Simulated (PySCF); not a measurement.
water (H2O), SMILES O.

Geometry: B3LYP-D3(BJ)/def2-TZVPD.

Two levels are set side by side: PBE/def2-TZVPD (PySCF) and CAM-B3LYP/def2-TZVPD (PySCF). Same geometry, gas phase. Differences are taken from unrounded values.

```json
[
 {"quantity": "orbital gap (eV)", "CAM-B3LYP": "11.33"},
 {"quantity": "highest occupied level (eV)", "CAM-B3LYP": "-10.68"},
 {"quantity": "lowest empty level (eV)", "CAM-B3LYP": "0.65"},
 {"quantity": "dipole moment (D)", "CAM-B3LYP": "1.89"},
 {"quantity": "mean polarisability (bohr³)", "CAM-B3LYP": "9.7"}
]
```

### Question
What does PBE give, and how far is it from CAM-B3LYP? (An estimate is asked for; the answer gives what the named calculation found.)

### Answer

| quantity | PBE | PBE minus CAM-B3LYP |
|---|---|---|
| orbital gap (eV) | 6.58 | -4.74 |
| highest occupied level (eV) | -7.23 | 3.45 |
| lowest empty level (eV) | -0.64 | -1.30 |
| dipole moment (D) | 1.79 | -0.10 |
| mean polarisability (bohr³) | 10.4 | 0.7 |

PBE's occupied levels lie high since its potential decays too fast outside the molecule; exact exchange lowers them and widens the gap. PBE's more diffuse valence density responds more strongly to a field. Differences between two approximate levels are no errors against the true value.

Rough cost on one machine, each run with all the roots and properties that it gave: CAM-B3LYP against PBE within a factor of 2.
